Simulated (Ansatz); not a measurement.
in.yaml

```yaml
crystal:
  periodic: [false, false, false]
  atoms:
    - {symbol: B, position_ang: [0.000000, 0.000000, 1.266000]}
    - {symbol: N, position_ang: [0.000000, 0.000000, -0.048200]}
    - {symbol: N, position_ang: [0.000000, 0.000000, -1.217800]}
basis:
  gaussian: {orbitals: STO-3G}
total_charge: 1
magnetization: {spin_polarized: true, initial_magnetization: 2}
correlation: {method: ccsd_t, electrons: all}
scf: {omitted_lower_state_checks: [cluster_reference]}
```

```sh
$ ansatz run in.yaml --threads 1 --pin off --events-out ev --progress --plain --max-ram 2393MiB
```

Output:

```
these checks for a lower state are left out or cut short: cluster_reference
199 factors; integrals over basis functions are off by at most 6.2e-5 eV
mean field evaluation 1: about -3573.9680 eV, gradient 1.6e1 eV
mean field evaluation 2: about -3574.0248 eV, gradient 1.6e1 eV
mean field evaluation 4: about -3577.0327 eV, gradient 3.5e0 eV
mean field evaluation 8: about -3577.4068 eV, gradient 4.4e-1 eV
mean field evaluation 16: about -3577.4353 eV, gradient 2.6e-6 eV
mean field -3577.43526649 eV, -131.4683211707 hartree, gradient 2.9e-6 eV, S^2 2.193670; 2 other end points of the search recorded, 0 dependent functions left out
reference -3577.43526649 eV, -131.4683211707 hartree; 10, 8 occupied and 5, 7 virtual orbitals, 199 factors
second order -3.39976155 eV of doubles, -0.00000000 eV of singles
cycle   1  -3.67694513 eV  change   -2.8e-1 eV  update   9.7e-2
cycle   2  -4.06350546 eV  change   -3.9e-1 eV  update   5.1e-2
cycle   3  -4.25693862 eV  change   -1.9e-1 eV  update   3.0e-2
cycle   4  -4.29474025 eV  change   -3.8e-2 eV  update   1.2e-2
cycle   5  -4.30297408 eV  change   -8.2e-3 eV  update   4.5e-3
cycle   6  -4.30522828 eV  change   -2.3e-3 eV  update   2.3e-3
cycle   7  -4.30508910 eV  change    1.4e-4 eV  update   9.0e-4
cycle   8  -4.30545266 eV  change   -3.6e-4 eV  update   3.8e-4
cycle   9  -4.30566190 eV  change   -2.1e-4 eV  update   1.3e-4
cycle  10  -4.30558981 eV  change    7.2e-5 eV  update   4.5e-5
cycle  11  -4.30559191 eV  change   -2.1e-6 eV  update   2.2e-5
perturbative correction -0.12253179 eV, -0.0045029604 hartree
Total energy: -3581.86339019 eV, -131.6310517153 hartree
Checks for a lower state left out: cluster_reference
```

Ran on 1 thread of AMD EPYC, shared host: 1.5 s wall, 0.17 GiB peak host memory.
